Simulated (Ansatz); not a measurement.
Basis-set extrapolation for `FC(S)NP` (PBE0-D4/def2-TZVP geometry, frozen core, Ansatz 0.2.0). Multiplicity 1, RHF reference.

```csv
,def2-TZVPP,def2-QZVPP
HF,-933.033216,-933.063338
MP2 correlation,-0.957893,-1.036418
CCSD(T) correlation,-1.046209,not run
```

Energies in hartree. Use E(X) = E(∞) + A·exp(−7.88·√X) for Hartree–Fock and E(X) = E(∞) + B·X^(−2.97) for correlation, with X = 3 and 4, and add CCSD(T) minus MP2 of the smaller set to the MP2 limit.

Question: What is the CCSD(T) energy at the basis-set limit?

Answer: HF limit: -933.063338 + (-0.030122) × 0.13774 = -933.06749. MP2 limit: -1.036418 + (-0.078525) × 0.74074 = -1.09458. Higher-order term: -1.046209 − (-0.957893) = -0.08832. Total: -934.25039 hartree, 448.9 kJ/mol below CCSD(T)/def2-TZVPP.
